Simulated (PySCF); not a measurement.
Basis-set dependence of excited states

Ethynylalumane, C₂H₃Al.
Cartesian coordinates in Å at the PBE0-D3(BJ)/def2-SVP level; atoms count from 1:
```xyz
6
C2H3Al angstrom
C      1.7916   -0.1860   -0.4068
C      0.6067   -0.0615   -0.1346
Al    -1.2495    0.1301    0.2879
H      2.8341   -0.2936   -0.6527
H     -2.1642   -1.1631    0.3105
H     -1.8146    1.5766    0.6010
```

TDDFT with PBE0 (PySCF), vertical singlets, core orbitals frozen in the response, spherical d and f functions. Geometry: PBE0-D3(BJ)/def2-SVP; no solvent, vibrations or thermal averaging.

Q: Compare 6-31G*, def2-SVP, 6-31+G*, def2-SVPD, aug-cc-pVDZ, def2-TZVP, def2-TZVPD and aug-cc-pVTZ for this molecule.

A: 

```tsv
basis	functions	diffuse	S1 (eV)	S2 (eV)	S3 (eV)	S4 (eV)	S5 (eV)	LUMO (eV)	α (au)
6-31G*	52	no	4.49	5.28	5.56	6.47	6.54	-1.76	39.5
def2-SVP	61	no	4.59	5.38	5.53	6.45	6.50	-1.84	41.8
6-31+G*	64	yes	4.57	5.33	5.55	6.42	6.49	-1.90	43.9
def2-SVPD	88	yes	4.62	5.40	5.52	6.43	6.45	-1.89	50.7
aug-cc-pVDZ	100	yes	4.55	5.33	5.50	6.40	6.43	-1.95	51.7
def2-TZVP	117	no	4.61	5.37	5.53	6.40	6.47	-1.88	47.5
def2-TZVPD	144	yes	4.61	5.36	5.53	6.37	6.47	-1.89	51.7
aug-cc-pVTZ	211	yes	4.60	5.35	5.52	6.37	6.46	-1.91	51.9
```

States are compared by their number. Against the largest diffuse basis here (aug-cc-pVTZ, itself not a converged limit), sets without diffuse functions differ by up to 0.11 eV in S1 and 0.09 eV in S5; the smaller diffuse sets differ by up to 0.05 and 0.03 eV. State by state, the largest deviation of a set without diffuse functions is S1 0.11, S2 0.07, S3 0.04, S4 0.10, S5 0.09 eV. The same number needn't mean the same state in each row. Against aug-cc-pVTZ the polarisability deviates by -24% in 6-31G*, -19% in def2-SVP, -15% in 6-31+G*, -2% in def2-SVPD, 0% in aug-cc-pVDZ, -8% in def2-TZVP, 0% in def2-TZVPD. A single + in a Pople set puts diffuse functions on heavy atoms only.
